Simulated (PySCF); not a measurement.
Compound: dichlorosilane, Cl2H2Si.
Geometry (GFN2-xTB, Å), atoms numbered from 1 in this order:
```xyz
5
Cl2H2Si angstrom
Cl    -1.619    1.052   -0.048
Si    -0.001   -0.139    0.004
Cl     1.665    0.982   -0.061
H     -0.012   -0.887    1.252
H     -0.024   -1.006   -1.164
```

Level of theory: TDDFT B3LYP/def2-SVPD, vertical, gas phase, core orbitals frozen in the response in PySCF.

Ground-to-excited transition dipoles (e·a0, same axes as the geometry; the sign carries no meaning), for the states with f of 0.002 or more among the lowest 8:

```json
{"state": "S1", "E (eV)": "7.485", "μx": "-0.001", "μy": "-0.013", "μz": "-0.255"}
{"state": "S3", "E (eV)": "7.986", "μx": "-0.407", "μy": "0.008", "μz": "0.002"}
{"state": "S4", "E (eV)": "8.071", "μx": "0.007", "μy": "0.350", "μz": "-0.018"}
{"state": "S6", "E (eV)": "8.147", "μx": "0.001", "μy": "0.009", "μz": "0.184"}
{"state": "S7", "E (eV)": "8.326", "μx": "-0.002", "μy": "-0.018", "μz": "-0.360"}
{"state": "S8", "E (eV)": "8.373", "μx": "-0.007", "μy": "-0.373", "μz": "0.019"}
```

(1) What oscillator strength does each state have?

(2) What is the point group, and which symmetry does each of these states have?

(3) What angle do the transition dipoles of S1 and S8 make?

(4) What peak molar absorption coefficient would the strongest computed level give as a lone Gaussian band 0.4 eV wide at half height?

Results:

(1) f = (2/3) ΔE |μ|² with ΔE in hartree (27.2114 eV).

```csv
state,|μ|² (au),|μ| (D),f
S1,0.065,0.65,0.012
S3,0.166,1.03,0.032
S4,0.123,0.89,0.024
S6,0.034,0.47,0.007
S7,0.130,0.92,0.026
S8,0.140,0.95,0.029
```

(2) C2v. Polarised along the twofold axis, so A1: S4 and S8. Polarised across the twofold axis, so B1 or B2: S1, S3, S6 and S7. Which of B1 and B2 hangs on the choice of axes; S1, S6 and S7 take one label and S3 the other.

(3) |cos θ| = |μa·μb| / (|μa| |μb|) = 0.00, so θ ≈ 90° (taken between 0 and 90°, since the signs are arbitrary).

(4) ε(max) = 2.175×10⁸ f / FWHM, with the width in cm⁻¹. S3: 2.175×10⁸ × 0.0324 / 3226 ≈ 2200 L mol⁻¹ cm⁻¹.

Time: 3.5 s wall. Hardware: one thread, x86-64 server (shared host).
